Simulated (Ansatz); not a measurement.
C5H10 can be A, `C=CC(C)C`, or B, `C/C=C\CC`.

Calculated with Ansatz (gas phase, PBE0-D4/def2-TZVP geometries, no zero-point term in ΔE). CBS: MP2 limit from def2 TZ/QZ plus the TZ coupled-cluster correction, frozen cores. DFT in def2-TZVPP. B3LYP here is the variant with VWN-RPA as its local correlation; programs differ in this. One conformer a species, not always the lowest.

(1) Which isomer does CCSD(T)/CBS put lower? Give the gap. (An estimate is asked.)

(2) Give E(B) − E(A) in kcal/mol with B3LYP, B2PLYP, B3LYP-D4, CCSD/def2-TZVPP, PBE0-D4, CCSD(T)/def2-TZVPP, r2SCAN-D4. (An estimate is asked.)

Largest T1 diagnostic: 0.009.

Answers

(1) Ansatz gave: A, by 0.1 kcal/mol. So small a gap doesn't settle the order.

(2) Computed: B3LYP -2.0, B2PLYP -1.1, B3LYP-D4 -1.2, CCSD/def2-TZVPP -0.1, PBE0-D4 -1.3, CCSD(T)/def2-TZVPP 0.1, r2SCAN-D4 -0.8. The order is the other way round with B3LYP, B2PLYP, B3LYP-D4, PBE0-D4, r2SCAN-D4.

The D4 term adds +0.8 kcal/mol with B3LYP and +0.4 kcal/mol with PBE0; it sums over pairs of atoms, weighted by their polarisabilities, and B3LYP, whose exchange is more repulsive, gets the larger term. In def2-TZVPP, CCSD(T) changes the Hartree–Fock value by +1.4 kcal/mol (the triples alone add +0.2 kcal/mol) and MP2 by +1.5 kcal/mol.
